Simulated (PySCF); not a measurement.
C₄H₆, SMILES `C#CCC`, neutral singlet in the gas phase. 

Cartesian coordinates (Å):
```xyz
10

C      2.2501    -0.0022    -0.1446
C      1.0901    -0.2887    -0.0318
C     -0.3241    -0.6074     0.1186
C     -1.1318     0.5398     0.7399
H      3.2773     0.2470    -0.2469
H     -0.4225    -1.5056     0.7353
H     -0.7374    -0.8625    -0.8616
H     -0.7515     0.7871     1.7312
H     -2.1813     0.2570     0.8329
H     -1.0688     1.4354     0.1215
```
Charge 0, spin multiplicity 1.

All levels are single points at this geometry (B3LYP-D3(BJ)/def2-TZVP); Pople sets use spherical d functions. Orbital energies aren't observables, and empty levels follow the basis.

```json
[
 {"level": "PBE-D3(BJ)/def2-TZVP in PySCF", "HOMO (eV)": "-6.44", "LUMO (eV)": "0.05", "gap (eV)": "6.49", "dipole (D)": "0.86", "vertical IE, Delta-SCF (eV)": "9.95"},
 {"level": "ωB97X-D3(BJ)/def2-TZVP in PySCF", "HOMO (eV)": "-10.14", "LUMO (eV)": "2.88", "gap (eV)": "13.03", "dipole (D)": "0.82", "vertical IE, Delta-SCF (eV)": "10.22"},
 {"level": "B3LYP/6-311+G** in PySCF", "HOMO (eV)": "-7.47", "LUMO (eV)": "0.05", "gap (eV)": "7.51", "dipole (D)": "0.85", "vertical IE, Delta-SCF (eV)": "–"},
 {"level": "B3LYP/6-31G* in PySCF", "HOMO (eV)": "-7.04", "LUMO (eV)": "1.62", "gap (eV)": "8.66", "dipole (D)": "0.67", "vertical IE, Delta-SCF (eV)": "9.89"},
 {"level": "HF/3-21G in PySCF", "HOMO (eV)": "-10.36", "LUMO (eV)": "6.05", "gap (eV)": "16.40", "dipole (D)": "0.70", "vertical IE, Delta-SCF (eV)": "–"},
 {"level": "HF/6-31G* in PySCF", "HOMO (eV)": "-10.20", "LUMO (eV)": "5.77", "gap (eV)": "15.97", "dipole (D)": "0.64", "vertical IE, Delta-SCF (eV)": "8.80"}
]
```
